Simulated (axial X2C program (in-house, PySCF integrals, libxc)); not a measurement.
# Which molecule has these constants?

Calculated with an in-house relativistic program for diatomic molecules, spin-free (one-electron X2C) or two-component (2c: spin–orbit coupling with atomic mean-field Coulomb and Gaunt terms, which also bring small scalar terms), in Dyall basis sets with cores contracted in-house; open shells are unrestricted.

A two-component CCSD(T) calculation in a Dyall 3-zeta basis gave Re = 1.529 Å, ωe = 2028.3 cm⁻¹, De = 3.11 eV, Ω = 1/2.

Which molecule is it?
A. AlH
B. SiH
C. MgH
D. HCl
E. PH

B. The others have MgH 1.739 Å and 1489.3 cm⁻¹ (Ω = 1/2); HCl 1.279 Å and 2990.0 cm⁻¹ (Ω = 0); AlH 1.657 Å and 1677.4 cm⁻¹ (Ω = 0); PH 1.430 Å and 2347.6 cm⁻¹ (Ω = 1).

Frozen shells (counts by l): SiH Si 2s1p, H none, 5 electrons correlated; MgH Mg 2s1p, H none, 3 electrons correlated; HCl Cl 2s1p, H none, 8 electrons correlated; AlH Al 2s1p, H none, 4 electrons correlated; PH P 2s1p, H none, 6 electrons correlated. Coupled cluster in natural virtuals with an MP2 remainder. Where the outer core of a metal is frozen, bonds come out longer and ionisation energies lower.

Each entry is the lowest single determinant of a limited PBE0 search at one distance. De goes to single-determinant-based atoms at the same level (for ions the charge split of lowest energy) and is withheld (n/a) where an atom does not fit its ground term or J level. Main or longest-lived isotopes. One determinant is a doubtful description, or other states lie close, for PH; these need not be ground states, and all values refer to the states named. Some open-shell Ω = 0 determinants are out of reach, so the Ω given for PH need not be the lowest component. With several unpaired electrons the Ω given is that of one determinant, not necessarily of the lowest component. Some light 2c atoms are not at their ground J level, so De misses part of their lowering (0.04 eV or less).
